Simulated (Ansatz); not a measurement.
Basis sets over 5 cases of the bond dissociation energy at PBE with Ansatz (elements up to F), each against its own reference: (a) the value in aug-cc-pV5Z; (b) the value in aug-cc-pVQZ; (c) the value in aug-pcseg-3; (d) the value in pcseg-4. By their distance from other large sets or by the extrapolation step the references are unsure by up to roughly 0.14 kcal/mol. B3LYP-D3(BJ)/def2-TZVP geometries; electronic energies; unrestricted open shells; no added dispersion term; no relativity. Cartesian d functions in some cases of 6-31G**, 6-31+G*. 

Cases are drawn at random; left out are references unsure by over 0.33 kcal/mol, doubtful singlets, and cases whose largest runs show a restricted determinant unstable towards unrestricted orbitals, <S^2> over 0.1 too high or, where CCSD(T) ran, T1 over 0.025 (0.045 for open shells). Sets are drawn from those converged to one state in every case.

Cases (SMILES) and reference values:
- FC(F)(F)F → F[C](F)F + F atom: 131.37 kcal/mol (b)
- FB(F)F → F[B]F + F atom: 171.00 kcal/mol (d)
- B(=O)F → F atom + [B]=O (B-O): 165.34 kcal/mol (c)
- C(F)F → F[CH]F + H atom: 102.69 kcal/mol (c)
- O (H2O) → [OH] (OH) + H atom: 124.43 kcal/mol (a)

Question: Rank these sets by mean absolute deviation from the references, smallest first: STO-3G; aug-pcseg-1; def2-SVPD; cc-pVDZ; jun-cc-pV(T+d)Z.

Answer: jun-cc-pV(T+d)Z (0.26 kcal/mol, signed -0.17), def2-SVPD (0.62 kcal/mol, signed 0.35), aug-pcseg-1 (0.99 kcal/mol, signed -0.50), cc-pVDZ (3.02 kcal/mol, signed -0.62), STO-3G (9.16 kcal/mol, signed -0.22)

Ansatz is a first-principles code.
